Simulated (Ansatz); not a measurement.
## CH2, triplet: from triple and quadruple zeta to the limit

```xyz
3

C     0.0997    0.7320    0.1634
H    -0.0547    1.3831   -0.6966
H     0.3669    0.9006    1.2063
```

Ansatz 0.2.0, UHF determinant, valence electrons correlated. Energies in eV.

```csv
set,X,functions,Hartree–Fock,MP2 correlation,CCSD(T) correlation,time
def2-TZVPP,3,59,-1059.5678,-3.1911,-3.8080,"2.8 s on 1 × NVIDIA H100 80GB HBM3 with 1 thread of AMD EPYC 7R13 Processor (Zen 3), with other jobs on the host"
def2-QZVPP,4,117,-1059.6152,-3.4170,-4.0048,"2.7 s on 1 × NVIDIA H100 80GB HBM3 with 1 thread of AMD EPYC 7R13 Processor (Zen 3), on a shared host"
```

Hartree–Fock is taken to follow E(X) = E∞ + A·exp(−7.88·√X), correlation E(X) = E∞ + B·X^−2.97.

Task: Work out the CCSD(T) energy at the limit, and how far the shortcut misses it that extrapolates MP2 and adds CCSD(T) minus MP2 from the smaller set.

Result: Hartree–Fock: E∞ = E4 + 0.1377·(E4 − E3) = -1059.6217. Correlation: E∞ = E4 + 0.7407·(E4 − E3) = -4.1505 for CCSD(T) and -3.5844 for MP2. The limit is -1063.7723 eV, 0.152 eV below def2-QZVPP. The shortcut gives a correlation energy of -3.5844 + (-0.6170) = -4.2014, 51 meV lower than the direct value.
